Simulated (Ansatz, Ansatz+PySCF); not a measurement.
```
atom    x (Å)    y (Å)    z (Å)
  Si  -0.0418  -0.0132  -1.1492
  Si  -0.0316  -0.0076   1.2112
   H   0.0047  -1.3861  -1.6431
   H  -1.2580   0.7107  -1.6648
   H   1.1772   0.6705  -1.6824
   H  -0.0349   1.3847   1.6594
   H  -1.1863  -0.7308   1.7180
   H   1.2407  -0.7414   1.6725
```

RHF-MP2 on singlet Si2H6 was run in several spherical basis sets with Ansatz (development build ahead of 0.2.0). Frozen core: 10 orbitals.

Q: Rank the basis sets by the total energy that they give, lowest first, with the distance from the lowest.
A. cc-pVDZ
B. cc-pVTZ
C. def2-SVP
D. 6-31G
E. 6-31G(d)
F. def2-TZVP

A: B (0.00 eV), F (0.70 eV), A (2.23 eV), E (4.73 eV), C (7.18 eV), D (8.34 eV).

Totals follow the description of the cores as much as that of the bonds, so this order isn't one of quality for chemistry.
